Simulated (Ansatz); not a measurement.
For 1T (CdI2-type) HfS₂, PBE-D4 in Ansatz (PAW) gives:

```
Item                  Result
-------------------  -------
lattice parameter a  3.616 Å
lattice parameter c  5.861 Å
```

Task: What does PBE0 in Ansatz (plane waves, PAW) give for the same quantities?

Result: 
- lattice constant a: 3.649 Å (grows by 0.9 %)
- lattice parameter c: 6.598 Å (goes up by 13 %)

For comparison: lattice constant a 3.635 Å (measured, temperature not stated, no zero-point or thermal correction; as tabulated in Björkman (2014), arXiv:1406.2436); lattice parameter c 5.83 Å (measured, temperature not stated, zero-point anharmonic expansion removed (computed with revB86b-DF2); no thermal correction; as tabulated in Björkman (2014), arXiv:1406.2436).

Changes are worked out from the printed values.

Unless a cell is named, each level is at its own relaxed cell (PBE-D4 22.12, PBE0 25.36 Å³/atom).

Levels without +SOC leave out spin–orbit coupling, which shifts energies and cells of such heavy elements.

Caveats: the cell comes from a level without a dispersion term, which matters for the spacing of layers, chains or molecules (PBE0). Ansatz's density-functional and Hartree–Fock values are scalar-relativistic unless marked +SOC, with PAW data made under PBE.

Ansatz is a quantum-chemistry and plane-wave program.
